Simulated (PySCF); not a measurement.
**How the method changes the constants of SO⁺**

State: ²Π (doublet), unpaired electrons π ↑. Set-up: PySCF, spin-free X2C with a Gaussian nucleus, basis sets S jorge-DZP-DKH, O jorge-DZP-DKH. De refers to S⁺ + O in their high-spin ground configurations, without counterpoise correction. The functionals are run spin-unrestricted. A positive dipole points towards O; it is taken about the centre of mass and depends on that origin. Levels whose curve was spin-contaminated or gave no clean fit are not listed.

| Level | Re (Å) | ωe (cm⁻¹) | De (eV) | μ (D) |
| --- | --- | --- | --- | --- |
| UHF | 1.399 | 1567 | 0.445 | -2.83 |
| UHF-CCSD | 1.456 | 1286 | 3.62 | n/a |
| UHF-CCSD(T) | 1.469 | 1230 | 3.94 | n/a |
| PBE | 1.471 | 1242 | 5.57 | -2.20 |
| r²SCAN | 1.455 | 1302 | 4.87 | -2.28 |
| B3LYP | 1.452 | 1311 | 4.83 | -2.38 |
| PBE0 | 1.443 | 1357 | 4.62 | -2.37 |
| M06 | 1.442 | 1364 | 4.67 | -2.45 |
| MN15 | 1.433 | 1397 | 4.71 | -2.34 |

The bond length runs from 1.399 Å (UHF) to 1.471 Å (PBE). De spans 0.44 eV (UHF, mean field) to 5.57 eV (PBE, GGA). Correlation at CCSD(T) changes the Hartree–Fock bond energy by +3.50 eV; the triples alone change it by +0.32 eV.

Correlated steps freeze 6 core orbitals. Correlated levels converge slowly with the basis: in double zeta they bind strong bonds too weakly, by up to about 1 eV, and carry superposition errors of some tenths. For an ion De counts to the pair picked by the measured ionisation energies or electron affinities, which need not be the lowest pair at this level. The state was picked by a PBE0 search and need not be the measured ground state.
